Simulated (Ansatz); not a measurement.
Crystal: Zn$_{2}$O$_{5}$, cubic X2O5 type, 14 atoms in the cell.

Space group Pn-3m, simple cubic cell, positions in fractions of the edge: Zn (0 0 0), (0.5 0.5 0), (0.5 0 0.5), (0 0.5 0.5); O (0.5 0 0), (0 0.5 0), (0 0 0.5), (0.5 0.5 0.5), (0.75 0.75 0.25), (0.75 0.25 0.75), (0.25 0.75 0.75), (0.75 0.25 0.25), (0.25 0.75 0.25), (0.25 0.25 0.75).

The calculation used PBE, plane waves, PAW datasets (generated soft set 1) in Ansatz 0.2.0 development build.

Cutoff 420 eV; k-mesh 21×21×21 Γ-centred; Fermi–Dirac smearing of 0.0612 eV; no spin polarisation.

Q: What equilibrium volume, lattice constant and bulk modulus does this give?

A: V₀ = 9.788 Å³/atom (a₀ = 5.156 Å), B₀ = 133 GPa, B₀′ = 4.64. The points behind the fit:

| V (Å³/atom) | a (Å) | E − E(min) (meV/atom) | P (GPa) |
| --- | --- | --- | --- |
| 9.201 | 5.0503 | 16.45 | 9.51 |
| 9.397 | 5.0859 | 7.03 | 5.98 |
| 9.592 | 5.1209 | 1.69 | 2.82 |
| 9.788 | 5.1555 | 0.00 | 0.00 |
| 9.984 | 5.1897 | 1.57 | -2.52 |
| 10.180 | 5.2234 | 6.05 | -4.77 |
| 10.375 | 5.2567 | 13.12 | -6.78 |

The published all-electron PBE values for this crystal (mean of FLEUR and WIEN2k, k-spacing 0.06 Å⁻¹; Bosoni et al., Nat. Rev. Phys. 6, 45 (2024)) are V₀ = 9.789 Å³/atom, B₀ = 133.4 GPa, B₀′ = 4.59.

The stress includes the program's correction for the finite plane-wave basis.

This cubic structure is a model: it isn't the usual form of the substance at ambient conditions, and such phases are metastable or hypothetical. Spin polarisation is left out, and a magnetic state may lie lower.
